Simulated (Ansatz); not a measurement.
## Which is lower?

Two relaxed structures of CH3SSi, doublet (PBE0-D4/def2-TZVP; forces vanish, vibrations not checked).

A:

```json
{"atom": "C1", "x (Å)": "-0.5042", "y (Å)": "-0.9149", "z (Å)": "-0.2080"}
{"atom": "Si2", "x (Å)": "0.4933", "y (Å)": "0.4847", "z (Å)": "0.2127"}
{"atom": "S3", "x (Å)": "-1.4519", "y (Å)": "0.4765", "z (Å)": "-0.6680"}
{"atom": "H4", "x (Å)": "-0.7682", "y (Å)": "-1.9537", "z (Å)": "-0.3050"}
{"atom": "H5", "x (Å)": "1.6224", "y (Å)": "0.9288", "z (Å)": "-0.6348"}
{"atom": "H6", "x (Å)": "0.6086", "y (Å)": "0.9785", "z (Å)": "1.6030"}
```

B:

```xyz
6
angstrom
C 0.3620 0.4222 0.1965
Si -0.7528 -1.0565 0.2809
S -1.2867 0.7529 -0.6050
H -0.4716 -2.1944 -0.6512
H 1.1931 0.4682 -0.5016
H 0.5186 1.0096 1.0953
```

Computed with Ansatz 0.2.0 (basis: def2-TZVPP); correlated methods freeze the cores; orbitals are unrestricted. B3LYP uses VWN-RPA correlation.

Question: Which structure is lower at CCSD(T), and by how much? (To be estimated.)

Answer: The calculation gives: B, by 0.373 eV (electronic energy, against the other). By their contacts, A is CH₃SSi ([CH]1[SiH2][S]1) and B is CH₃SSi ([CH2]1[SiH][S]1).

All methods give the same order:

```
   method  E(B) − E(A) (eV)
   PBE-D4            -0.449
r2SCAN-D4            -0.359
  PBE0-D4            -0.416
 B3LYP-D4            -0.362
  wB97M-V            -0.333
       HF            -0.264
      MP2            -0.467
     CCSD            -0.350
  CCSD(T)            -0.373
```

No T1 diagnostic of these runs exceeds 0.022. ⟨S²⟩ of the unrestricted Hartree–Fock references: 0.76 to 0.78 (a pure state has 0.75).

Labels in which every atom is bracketed show which atoms are joined, not bond orders.

For scale, one of the runs: CCSD(T)/def2-TZVPP, 157 basis functions, launched by `ansatz run in.yaml --threads 2 --pin off --events-out ev --progress --plain --max-ram 4352MiB`. Hardware: 2 CPU threads of an Arm Neoverse V2, shared host. Wall time 57 s; peak host memory 2.3 GiB.
